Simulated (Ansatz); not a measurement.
Input file:

```yaml
crystal:
  periodic: [false, false, false]
  atoms:
    - {symbol: Ge, position_ang: [0.000000, 0.000000, -0.144167]}
    - {symbol: Mg, position_ang: [0.000000, 0.000000, -2.638667]}
    - {symbol: H, position_ang: [0.000000, 0.000000, 2.782833]}
basis:
  gaussian: {orbitals: 6-31G}
magnetization: {spin_polarized: true, initial_magnetization: 3}
hamiltonian: {xc: {name: PBE}}
output: {orbitals: {seedname: orbitals}}
```

```sh
$ ansatz run in.yaml --threads 1 --pin off --events-out ev --progress --plain --max-ram 2393MiB
```

(1) Roughly how long does this take on 1 thread of Arm Neoverse V1, shared host, and how much host memory?

```
532 factors; their error is unknown
mean field evaluation 1: about -61948.0831 eV, gradient 1.4e1 eV
mean field evaluation 2: about -61911.8791 eV, gradient 4.1e1 eV
mean field evaluation 4: about -61952.4235 eV, gradient 3.8e0 eV
mean field evaluation 8: about -61952.6329 eV, gradient 5.4e-2 eV
mean field evaluation 16: about -61952.5884 eV, gradient 3.5e-4 eV
mean field evaluation 32: about -61951.1310 eV, gradient 4.5e0 eV
mean field -61952.58839340 eV, -2276.7156304849 hartree, gradient 2.9e-5 eV, S^2 3.752153; 6 other end points of the search recorded, 0 dependent functions left out
reference -61952.58842965 eV, -2276.7156318171 hartree; 24, 21 occupied and 20, 23 virtual orbitals, 532 factors
Total energy: -61952.58842965 eV, -2276.7156318171 hartree
```

## Answers

(1) 2.6 s wall and 0.17 GiB.
